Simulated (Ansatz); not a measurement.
## GaH₂⁻, quintet: the ladder up to full CI

Geometry: that of the GaH2⁻, triplet, kept fixed. The triplet lies 5.5 eV lower here.

```xyz
3

Ga    0.0000   -0.0224    0.0000
H     0.0000    0.7758   -1.3990
H     0.0000    0.7758    1.3990
```

Basis aug-cc-pVDZ; Ansatz 0.2.0. Only valence electrons are correlated (noble-gas cores and the filled d shells of p-block atoms frozen), which leaves 6 electrons in 40 orbitals. R marks a restricted (for open shells ROHF) determinant, U an unrestricted one. Active spaces: valence = (6e, 6o) chosen from the atoms' valence shells. No spin–orbit coupling is included, and no scalar relativity. This anion state lies near or above the neutral species, so the extra electron is weakly bound or unbound and the energies hang on the diffuse functions.

Full CI is exact within this basis and frozen core; it isn't the basis-set limit. The frozen core follows each run's orbitals, which can shift R against U totals by a few meV for light atoms and by up to 0.1 eV past Ca.

Coupled cluster chose its determinant by a search with trial CCSD, here up to 0.13 eV above the lowest Hartree–Fock solution of its kind, and MP2 stands on that determinant too.

- UHF ⟨S²⟩: 6.048
- T1 diagnostic (RCCSD): 0.0320
- largest doubles amplitude (RCCSD): 0.084

| level | E − E(determinant under the R cluster runs) (eV) |
| --- | --- |
| RMP2 | -1.7263 |
| RCCSD* | -2.2228 |
| RCCSD(T)* | -2.2920 |

**Question.** Estimate how far full CI in aug-cc-pVDZ lies from RCCSD(T). The table doesn't fix it; the size of (T) and the diagnostics are the guide.

**Answer.** Full CI in aug-cc-pVDZ lies 2.5 kJ/mol below RCCSD(T), which is 38 % of the (T) step (-6.7 kJ/mol). T1 is raised, and the rest is a large part of (T).

The other levels:

```tsv
level	E − E(full CI) (kJ/mol)	share of correlation (%)	wall time
BCCD(T)*	2.6	98.83	49 s
RCCSDT*	0.3	99.88	–
RCCSDT(Q)*	-0.1	100.03	84 s
CASSCF (valence space)	152.0	32.05	–
NEVPT2 (valence space)	51.0	77.20	18 s
MRCISD (valence space)	10.1	95.49	–
MRCISD+Q (valence space)	1.0	99.54	18 s
```

An asterisk marks runs whose energy the program itself flagged as in doubt.

The correlation energy at full CI, counted from the determinant under the R cluster runs, is -2.318 eV. That run took 11 min on 1 thread of Arm Neoverse V1, shared host over 6,577,530 determinants.

Run but not shown, since their state, orbitals or frozen core can't be matched to the reference's or they repeat it: RHF, UHF, UMP2, UCCSD, UCCSD(T), UCCSDT, UCCSDT(Q).

Times hold each run's SCF and search for its determinant on a shared host, so for small cases they say little of a method's own cost; they ran on 1 thread of Arm Neoverse V1.

The full-CI state has the irrep B1 of C2v, in the program's axes.

Natural occupations of full CI about the gap: 1.907 1.022 0.987 0.977 0.976 0.034 0.025 0.015 0.011 0.008; effectively unpaired electrons, Σ n²(2−n)², 4.04.
